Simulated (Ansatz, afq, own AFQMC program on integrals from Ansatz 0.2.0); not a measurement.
AFQMC on a folder of integrals that Ansatz 0.2.0 wrote.

```yaml
crystal:
  periodic: [false, false, false]
  atoms:
    - {symbol: Mo, position_ang: [0.000000, 0.000000, -0.223933]}
    - {symbol: O, position_ang: [0.000000, 0.000000, -1.890133]}
    - {symbol: Cl, position_ang: [0.000000, 0.000000, 2.114067]}
basis:
  gaussian: {orbitals: def2-SVP}
total_charge: 1
magnetization: {spin_polarized: false, initial_magnetization: 2}
correlation: {method: ccsd_t, electrons: outside_noble_gas, hamiltonian_folder: ham}
```

```sh
$ ansatz run in.yaml --threads 1 --pin off --events-out ev --progress --plain --max-ram 24576MiB --backend cuda --devices 0, --max-vram 18GiB
```

Options of the walk:

```
--method phaseless --trial cisd --walkers 4000 --populations 20 --least-time 60 --time-step 0.005 --steps-per-block 50 --equilibration-blocks 40 --max-blocks 4000 --target-error 0.00026 --factor-cut 1e-05 --start spin_pure --seed 153 --release-times 0.24,0.6,1.2,1.8,2.6 --release-step 0.04 --release-every 4 --taylor-order 6
```

Times are imaginary, in 1/Eh. The walk had a cap of 190 s. With eight or more populations the least sampling time is a fifth of least-time, and the error comes from their spread. Core potentials past Kr, no spin–orbit coupling.

afq prints:

```
orbitals 53  electrons 10 8  factors 442 of 615
reference energy -601.39735142 Eh
CCSD correlation -0.47946854 Eh in 17 cycles, weight of the determinant in the CISD state 0.7858
energy of the start -601.876823 Eh
 block  time / (1/Eh)  mean weight  energy / Eh
     1     0.250  0.9995  -601.867668
     2     0.500  1.0000  -601.877153
     3     0.750  1.0002  -601.885775
     4     1.000  0.9999  -601.890715
     5     1.250  0.9998  -601.892920
     8     2.000  1.0001  -601.899886
    13     3.250  1.0002  -601.911076
    22     5.500  0.9996  -601.909559
    31     7.750  0.9999  -601.913269
    40    10.000  1.0003  -601.911248
    49    12.250  1.0001  -601.909774
    52    13.000  1.0000  -601.913545
    58    14.500  1.0000  -601.907896
    61    15.250  0.9998  -601.901979
    67    16.750  1.0001  -601.907351
    76    19.000  0.9998  -601.908212
    85    21.250  0.9994  -601.908142
    94    23.500  0.9996  -601.908201
   103    25.750  1.0003  -601.909918
   112    28.000  0.9998  -601.907887
   121    30.250  1.0003  -601.910460
error from the spread of 20 populations
released: time / (1/Eh)  energy / Eh  error  mean overlap
  0.24  -601.909491  0.000558  0.9989
  0.60  -601.910454  0.000435  0.9971
  1.20  -601.863924  0.046206  0.9942
  1.80  -601.910102  0.000830  0.9883
  2.60  -601.911197  0.001165  0.9768
energy -601.908926 +/- 0.000570 Eh
(rows thinned)
```

The run passed its tests (sampling time, drift between the halves within three errors, error under three times the target), which doesn't prove that it has relaxed, ending at its cap on processor time.

Against this walk (error 15.5 meV) on the same determinant: CCSD(T) 62.6 meV higher, CCSDT(Q) 46.6 meV higher. The error is statistical and leaves out the bias of the constraint. None of these is a sure reference here. The released energies have errors that jump between times, so the bars are unsure (meV from the phaseless value at times in 1/Eh: -15 ± 15 at 0.24, -42 ± 12 at 0.60, 1225 ± 1257 at 1.20, -32 ± 23 at 1.80, -62 ± 32 at 2.60), so they give no level.

Cautions: constraint bias not in the error; error above the target (15.5 against 7.1 meV); no spin-orbit coupling; outer-core shells of the metal frozen; lower spins were not checked; higher spins were not checked; a spin-contaminated unrestricted determinant lies lower (UHF 579 meV lower, ⟨S²⟩ 2.57); raised T1 diagnostic (T1 0.044, weight of the determinant 0.79, largest double 0.08); (T) is large, 6 % of the CCSD correlation; CCSDT(Q) on the UHF determinant differs (184 meV lower), perhaps since the unrestricted series falls towards higher spin.

The walk took 3.2 min on 1 × NVIDIA H100 80GB HBM3 with 2 threads of AMD EPYC 7R13 Processor (Zen 3), with other jobs on the host (the card was shared). The log's last line is the phaseless energy.

CCSDT and higher add their correlation energy to the determinant of the CCSD(T) run, since their own runs factorise the integrals more tightly (a shift of under 2 meV). A walk keeps the symmetry of its determinant, which the program's search chose and which needn't be the lowest solution, so a lower state of the same spin and another symmetry isn't excluded.
